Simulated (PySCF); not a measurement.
Computed with PySCF with PBE-D3(BJ)/def2-TZVP // PBE0-D3(BJ)/def2-TZVP. All species are isolated molecules in the gas phase. 

Reference species (SMILES): `[CH3]` (neutral, multiplicity 2).

```json
{
  "highest_occupied_spin_orbital": "-5.38 eV"
}
```

Changed species: `[NH2]` (radical fragment; the reference has radical fragment).

Problem. What does the change do to the highest occupied spin orbital?

Solution. the highest occupied spin orbital falls by 1.68 eV, to -7.06 eV.
